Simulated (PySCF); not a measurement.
Job file and geometry (Å, from PBE0-D3(BJ)/def2-SVP) of an NMR shielding run on SMILES c1ccccc1, C6H6, PySCF, GIAO B97-D/pcSseg-2 NMR shielding, non-relativistic, gas phase; density fitting, a coarse starting grid and PySCF grid level 2 are the driver's defaults:

```
{"job": {"kind": "nmr", "xc": "B97-D", "basis": "pcSseg-2", "pop": false}, "charge": 0, "multiplicity": 1}
C     -0.798972     1.142595     0.036789
C     -1.388719    -0.118108    -0.053300
C     -0.589717    -1.260766    -0.090270
C      0.798972    -1.142595    -0.036789
C      1.388719     0.118109     0.053300
C      0.589717     1.260765     0.090270
H     -1.424968     2.037875     0.065511
H     -2.476815    -0.210593    -0.095218
H     -1.051877    -2.248520    -0.160966
H      1.424969    -2.037875    -0.065510
H      2.476813     0.210593     0.095218
H      1.051877     2.248519     0.160966
```

Q: What does the program print?

A: 
```
coarse grid: 10240 points
cycle   1  E = -232.0769720557  dE =  6.458e-01  |g| = 4.936e-01  |ddm| = 2.515e+00
cycle   2  E = -231.9948989793  dE =  8.207e-02  |g| = 7.447e-01  |ddm| = 9.499e-01
cycle   3  E = -232.1463059192  dE = -1.514e-01  |g| = 5.399e-02  |ddm| = 5.857e-01
cycle   4  E = -232.1469563512  dE = -6.504e-04  |g| = 8.413e-03  |ddm| = 4.594e-02
cycle   5  E = -232.1469715038  dE = -1.515e-05  |g| = 9.547e-04  |ddm| = 1.174e-02
cycle   6  E = -232.1469717612  dE = -2.574e-07  |g| = 7.874e-05  |ddm| = 1.460e-03
final grid: 99480 points
cycle   7  E = -232.1442537568  dE = -1.628e-04  |g| = 3.526e-03  |ddm| = 1.644e-01
cycle   8  E = -232.1442513612  dE =  2.396e-06  |g| = 4.439e-03  |ddm| = 6.789e-03
cycle   9  E = -232.1442566381  dE = -5.277e-06  |g| = 6.120e-04  |ddm| = 3.634e-03
cycle  10  E = -232.1442567201  dE = -8.201e-08  |g| = 1.818e-04  |ddm| = 5.541e-04
cycle  11  E = -232.1442567245  dE = -4.420e-09  |g| = 1.189e-04  |ddm| = 1.945e-04
cycle  12  E = -232.1442567281  dE = -3.546e-09  |g| = 2.217e-05  |ddm| = 8.700e-05
cycle  13  E = -232.1442567282  dE = -1.013e-10  |g| = 1.289e-05  |ddm| = 2.407e-05
converged SCF energy = -232.1442567282

GIAO shielding tensors (ppm)
atom      isotropic    diamagn.    paramagn.     s11        s22        s33       span
  0 C       47.275     252.694    -205.418    -62.156     36.881    167.102    229.258
  1 C       47.266     252.695    -205.429    -62.174     36.878    167.094    229.268
  2 C       47.267     252.697    -205.430    -62.174     36.877    167.097    229.271
  3 C       47.276     252.694    -205.418    -62.156     36.881    167.102    229.258
  4 C       47.266     252.695    -205.429    -62.175     36.878    167.093    229.268
  5 C       47.266     252.697    -205.431    -62.174     36.877    167.095    229.269
  6 H       23.971      30.866      -6.895     21.124     23.596     27.191      6.067
  7 H       23.970      30.866      -6.896     21.124     23.595     27.191      6.066
  8 H       23.970      30.866      -6.896     21.125     23.595     27.190      6.065
  9 H       23.971      30.866      -6.895     21.124     23.596     27.191      6.067
 10 H       23.970      30.866      -6.896     21.125     23.595     27.191      6.066
 11 H       23.970      30.866      -6.895     21.125     23.595     27.191      6.066
```

Q: Turn these shieldings into chemical shifts. Referencing at the same level of theory: ¹³C (σref 179.03) and ¹H (σref 31.40) against TMS.

A: Averaging equivalent atoms: C 0/1/2/3/4/5: 131.8; H 6/7/8/9/10/11: 7.43 ppm. 

Size and cost of the density-fitted run: 300 basis functions, about 40 core-seconds.
